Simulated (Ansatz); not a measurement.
Two shapes of singlet C₂H₂.

Shape 1:

```xyz
4

C    -0.0467   -0.0164   -0.4852
C    -0.0416   -0.0157    0.7991
H    -0.0485   -0.9506   -1.0196
H    -0.0062    0.9891   -1.0037
```

Shape 2:

```xyz
4

C     0.0000    0.0000   -0.4398
C     0.0000    0.0000    0.7562
H     0.0000   -0.8723   -0.9492
H     0.0000    0.8723   -0.9492
```

Basis set: cc-pVTZ (spherical functions). Left uncorrelated: 2 orbitals. Charge 0, multiplicity 1.

Computed with Ansatz (development build ahead of 0.2.0); each method stands on the lowest determinant of its kind that the runs found.

Task: Which shape is lower in energy, and by how much in each method?

Result:

```tsv
method	E(2) − E(1) (eV)
RHF	0.479
RHF-MP2	0.587
```

Shape 1 is lower.
